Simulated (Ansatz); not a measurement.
# CH₂+ (doublet): wave-function methods side by side at distance C1–H2 = 1.302 Å, aug-cc-pVDZ

Aim: climb from Hartree-Fock through coupled cluster and multireference methods for CH₂+ (doublet) at one geometry and basis, and see what each rung misses.

Computed with Ansatz 0.2.0, Gaussian basis. Level: aug-cc-pVDZ, core rule «outside noble gas», up to 1 orbitals frozen.

To be run: UHF; CCSD(T) on ROHF; CCSD(T) on UHF; BCCD(T) on ROHF; CISD; CCSDT(Q) on ROHF; CCSDT(Q) on UHF; CASSCF and MRCISD+Q, 3 electrons in 3 orbitals; CASSCF and NEVPT2, 3 electrons in 3 orbitals; CASSCF and MRCISD+Q, 5 electrons in 6 orbitals; CASSCF and NEVPT2, 5 electrons in 6 orbitals; Full CI.

19 further runs of the same task are left out: 14 that didn't finish, 5 set aside as unsound or not needed.

## Step 1: What is computed

The geometry derives from a PBE0/def2-TZVP stationary point (not a proven minimum). One bond is set to the value named and the two fragments are kept rigid.

3 atoms, charge 1, spin multiplicity 2.

Atoms are counted from 1 here; the program's logs count them from 0.

Bond lengths: C1–H2 1.302 Å, C1–H3 1.094 Å. Angles: H2–C1–H3 180.0°.

## Step 2: UHF

File in.yaml:

```yaml
crystal:
  periodic: [false, false, false]
  atoms:
    - {symbol: C, position_ang: [0.000000, 0.000000, 0.069488]}
    - {symbol: H, position_ang: [0.000000, 0.000000, -1.232512]}
    - {symbol: H, position_ang: [0.000000, 0.000000, 1.163025]}
basis:
  gaussian: {orbitals: aug-cc-pVDZ}
total_charge: 1
magnetization: {spin_polarized: true, initial_magnetization: 1}
hamiltonian: {xc: hf}
output: {orbitals: {seedname: orbitals}}
```

Started as:

```
> ansatz run in.yaml --threads 1 --pin off --events-out ev --progress --plain --max-ram 2393MiB
```

The runs that follow: CCSD(T) on ROHF; CCSD(T) on UHF; BCCD(T) on ROHF; CISD; CCSDT(Q) on ROHF; CCSDT(Q) on UHF; CASSCF and MRCISD+Q, 3 electrons in 3 orbitals; CASSCF and NEVPT2, 3 electrons in 3 orbitals; CASSCF and MRCISD+Q, 5 electrons in 6 orbitals; CASSCF and NEVPT2, 5 electrons in 6 orbitals; Full CI.

Before running them: what should the planned runs give, taken together? Wanted: FCI from the RHF energy; RMP2 from FCI; UMP2 from FCI; RCCSD from FCI; RCCSD(T) from FCI; UCCSD(T) from FCI; RCCSDT(Q) from FCI; UCCSDT(Q) from FCI; NEVPT2 pair from FCI.

**Answer**, as computed:

| quantity | value |
| --- | --- |
| FCI from the ROHF energy | -3.0184 eV |
| RMP2 from FCI | +16.01 kcal/mol |
| UMP2 from FCI | +15.96 kcal/mol |
| RCCSD from FCI | +1.44 kcal/mol |
| RCCSD(T) from FCI | +0.33 kcal/mol |
| UCCSD(T) from FCI | +0.32 kcal/mol |
| RCCSDT(Q) from FCI | 0.00 kcal/mol |
| UCCSDT(Q) from FCI | -0.01 kcal/mol |
| NEVPT2 pair from FCI | +13.70 kcal/mol |
| MRCISD+Q pair from FCI | -0.04 kcal/mol |
| NEVPT2 valence from FCI | +9.61 kcal/mol |
| levels within 1 kcal/mol (43 meV) | RCCSD(T), UCCSD(T), BCCD(T), RCCSDT, UCCSDT, RCCSDT(Q), UCCSDT(Q), MRCISD+Q pair, MRCISD+Q valence |
| T1 diagnostic | 0.020 |
| effectively unpaired electrons | 1.03 |

What this shows: RCCSD(T) misses by +0.33 kcal/mol, 0.5 % of the correlation energy. One determinant dominates. Of the multireference levels listed MRCISD+Q pair comes nearest in total energy (-0.04 kcal/mol), which doesn't show that its space is the better one. These misses are within one basis, not against nature; the frozen cores of restricted and unrestricted runs differ, which can shift their rows.

Levels on UHF freeze UHF's core orbitals, full CI those of ROHF, so the U rows can settle a little off it for that reason alone.

With open shells the CI space here admits some triples and quadruples, so it is larger than plain CISD.
